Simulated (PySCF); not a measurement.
AlCl3, SMILES [Cl][Al]([Cl])[Cl].

Geometry optimised at B3LYP-D3(BJ)/def2-SVP. The isomer is the one that the SMILES or the coordinates give; other isomers of the formula were not compared.

Calculation: PySCF with PBE/def2-TZVPD.

Gas-phase values at a fixed geometry.

| Quantity | Result |
|---|---|
| total energy | -1622.59399 hartree |
| point group | D3h |
| highest occupied level | -8.02 eV |
| lowest empty level | -2.40 eV |
| orbital gap | 5.62 eV |
| dipole moment | 0.00 D |
| quadrupole, principal values (traceless, Buckingham form, about the centre of nuclear charge) | -2.88, -2.88, 5.76 D·Å |
| mean static polarisability | 67.2 bohr³ (9.95 Å³) |
| polarisability, principal values | 53.0, 74.3, 74.3 bohr³ |
